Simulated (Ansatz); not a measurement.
How close CCSD(T) comes to the exact answer in a basis

Each species is computed at the geometry given (Å), with frozen cores, in Ansatz 0.2.0: RHF-CCSD(T) for singlets, UHF-CCSD(T) otherwise, and full CI in the same basis. The program picks the determinant by trial CCSD, so it needn't be the lowest Hartree–Fock solution. States: SiC⁺ Π, BH3 A, Al–CH2 A2. Cases whose determinant has another symmetry than full CI's state, or whose (Q) step broke down, weren't drawn.

Question: Judging by size, spin and bonding and the diagnostics given, rank them by the size of CCSD(T)'s error in total energy against full CI in the same basis, smallest first (an estimate).
A. Al–CH2, quartet, 6-31G: Al 0.000 0.000 0.695; C 0.000 0.000 -1.253; H 0.000 0.916 -1.839; H 0.000 -0.916 -1.839. T1 0.021, (T) -60 meV in a correlation energy of -2.96 eV
B. BH3, singlet, cc-pVDZ: B 0.001 -0.001 0.006; H 1.193 -0.002 -0.005; H -0.561 1.069 -0.050; H -0.639 -1.061 -0.014. T1 0.005, (T) -42 meV in a correlation energy of -3.22 eV
C. SiC⁺, doublet, cc-pVDZ: Si 0.000 0.000 0.000; C 0.000 0.000 1.433. T1 0.105, (T) -255 meV in a correlation energy of -4.28 eV

Answer: B (11.1 meV), A (18.3 meV), C (230.6 meV).

```json
{"species": "BH3, singlet", "basis": "cc-pVDZ", "correlated electrons": "6", "CCSD(T) − full CI (meV)": "11.1", "CCSDT(Q) − full CI (meV)": "0.2", "unpaired electrons (full CI)": "0.03", "T1": "0.005", "⟨S²⟩ of the determinant": "0.00"}
{"species": "Al–CH2, quartet", "basis": "6-31G", "correlated electrons": "9", "CCSD(T) − full CI (meV)": "18.3", "CCSDT(Q) − full CI (meV)": "-0.6", "unpaired electrons (full CI)": "3.03", "T1": "0.021", "⟨S²⟩ of the determinant": "3.76"}
{"species": "SiC⁺, doublet", "basis": "cc-pVDZ", "correlated electrons": "7", "CCSD(T) − full CI (meV)": "230.6*", "CCSDT(Q) − full CI (meV)": "2.1", "unpaired electrons (full CI)": "1.54", "T1": "0.105", "⟨S²⟩ of the determinant": "1.92"}
```

Unpaired electrons are Σ n²(2−n)² over natural occupations; an open shell counts its own unpaired electrons too. Frozen cores follow each run's orbitals, which moves totals by a few meV. An asterisk marks runs whose energy the program itself flagged as in doubt.
